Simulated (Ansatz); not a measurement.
The same path of ClH3Si + H2O (8 atoms, charge 0, multiplicity 1) was run 3 times with different band settings. Lost on the way: Si1–Cl2, O6–H8. Made: Si1–O6, Cl2–H8.

Level of theory: Ansatz 0.2.0, RKS PBE/def2-SVP.

Relaxed end points:

```xyz
8
Properties=species:S:1:pos:R:3
Si 0.330 0.037 -0.052
Cl 0.297 -0.147 2.046
H 1.788 0.047 -0.419
H -0.300 1.326 -0.467
H -0.308 -1.165 -0.675
O -2.586 0.047 0.737
H -2.763 -0.912 0.707
H -2.116 0.137 1.591
```

```xyz
8
Properties=species:S:1:pos:R:3
Si -0.302 -0.082 -0.520
Cl -0.709 0.753 3.233
H 0.916 -0.829 -0.053
H -0.078 1.395 -0.478
H -0.637 -0.527 -1.918
O -1.637 -0.354 0.508
H -1.936 -1.280 0.569
H -1.275 0.295 2.127
```

Common settings: spring 5.0 eV/Å²; optimiser quadratic models (default); start path through a guess of the saddle point; iteration limit 60; end points relaxed.

| run | movable images | climbing image | force threshold |
| --- | --- | --- | --- |
| 1 | 5 | yes | 0.05 eV/Å |
| 2 | 3 | no | 0.05 eV/Å |
| 3 | 5 | yes | 0.2 eV/Å |

(1) What does each run give, and how far can it be trusted?

Results:

(1) Run 1: converged after 15 iterations, highest image 0.767 eV above the first end. A vibrational analysis at the climbing image gives one clearly imaginary mode, 188i cm⁻¹: a first-order saddle point.
Run 2: converged after 12 iterations, highest image 0.817 eV above the first end. No image climbed, so the highest image needn't sit at the top of the path. So few images can step over the top or miss a turn of the path.
Run 3: converged after 9 iterations, highest image 0.786 eV above the first end. The threshold of 0.2 eV/Å is loose, so the images may lie well off the minimum-energy path. The order of the stationary point at the top wasn't checked.
The orbitals stay closed-shell, which can raise the energy where a bond breaks towards radicals; this wasn't checked here.
